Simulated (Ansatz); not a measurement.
Start from `FCCCS` and change one atom or group to get `C=CCCS`.

Ansatz, PBE0-D4/def2-TZVP geometries, multiplicity 1. Each molecule was computed in one conformer, which needn't be the lowest.

| property | `FCCCS` |
| --- | --- |
| HOMO–LUMO gap (PBE0/def2-TZVPP) / eV | 7.37 |
| size of the dipole moment (B3LYP/def2-TZVPP) / D | 2.46 |
| LUMO energy (B3LYP/def2-TZVPP) / eV | 0.12 |
| HOMO–LUMO gap (PBE/def2-TZVPP) / eV | 5.19 |
| HOMO energy (ωB97M-V/def2-TZVPP) / eV | -9.19 |
| size of the dipole moment (PBE/def2-TZVPP) / D | 2.37 |

(1) What does the change do to each property? (Estimate.)

Answers

(1) Ansatz gave: 
```json
{"property": "HOMO–LUMO gap (PBE0/def2-TZVPP) / eV", "`C=CCCS`": "6.82", "shift": "-0.55"}
{"property": "size of the dipole moment (B3LYP/def2-TZVPP) / D", "`C=CCCS`": "1.70", "shift": "-0.76"}
{"property": "LUMO energy (B3LYP/def2-TZVPP) / eV", "`C=CCCS`": "-0.15", "shift": "-0.27"}
{"property": "HOMO–LUMO gap (PBE/def2-TZVPP) / eV", "`C=CCCS`": "4.55", "shift": "-0.64"}
{"property": "HOMO energy (ωB97M-V/def2-TZVPP) / eV", "`C=CCCS`": "-8.98", "shift": "0.21"}
{"property": "size of the dipole moment (PBE/def2-TZVPP) / D", "`C=CCCS`": "1.71", "shift": "-0.66"}
```

With PBE0 the HOMO rises by 0.22 eV and the LUMO falls by 0.34 eV, so the gap narrows by about 0.56 eV. PBE moves the HOMO by 0.21 eV and ωB97M-V by 0.21 eV. Dipoles are sizes alone; their direction can turn.

B3LYP here is the variant with VWN-RPA as its local correlation; programs differ in this.
